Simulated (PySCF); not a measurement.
Predicted microwave data (PBE0-D3(BJ)/def2-SVP geometry optimisation, gas phase (PySCF)) for one isomer of C3H4F2O:

* Rotational constants: A = 7068, B = 2700, C = 2115 MHz
* Dipole components: |μa| = 1.26 D, |μb| = 1.70 D, |μc| = 0.21 D
* Inertial defect: -19.70 u·Å²
* κ: -0.76

Question: Which structure is it? (One computed conformer of each.)
A. `[F:1][CH:2]([F:3])[C@@H:4]1[CH2:5][O:6]1` with F1–C2–C4–C5 -90°
B. `FC1(F)COC1`
C. `[CH3:1][C:2](=[O:3])[CH:4]([F:5])[F:6]` with C1–C2–C4–F5 -62°
D. `[O:1]=[CH:2][CH2:3][CH:4]([F:5])[F:6]` with O1–C2–C3–C4 136°, C2–C3–C4–F5 175°
E. `[F:1]/[CH:2]=[CH:3]/[O:4][CH2:5][F:6]` with C2–C3–O4–C5 1°, C3–O4–C5–F6 178°

Answer: A. It is FC(F)[C@@H]1CO1, an asymmetric top, point group C1. The candidates at the same level (rigid rotor, commonest isotopes):

| SMILES | A (MHz) | B (MHz) | C (MHz) | μa (D) | μb (D) | μc (D) | Δ (u·Å²) | point group | rotor |
| --- | --- | --- | --- | --- | --- | --- | --- | --- | --- |
| O=CCC(F)F | 8664 | 1935 | 1660 | 0.74 | 0.10 | 0.10 | -15.09 | C1 | near-prolate asymmetric top |
| FC1(F)COC1 | 5956 | 3284 | 3066 | 0.16 | 0.00 | 0.00 | -73.91 | C2v | asymmetric top |
| F/C=C/OCF | 16744 | 1463 | 1357 | 0.22 | 1.27 | 0.06 | -3.37 | – | near-prolate asymmetric top |
| FC(F)[C@@H]1CO1 | 7068 | 2700 | 2115 | 1.26 | 1.70 | 0.21 | -19.70 | C1 | asymmetric top |
| CC(=O)C(F)F | 5098 | 2746 | 2640 | 0.21 | 1.08 | 0.27 | -91.71 | near Cs | near-prolate asymmetric top |

`F/C=C/OCF` has A 137 % too high; `CC(=O)C(F)F` has A 28 % too low; `FC1(F)COC1` has C 45 % too high; `O=CCC(F)F` has B 28 % too low. No structure here is proved a minimum.
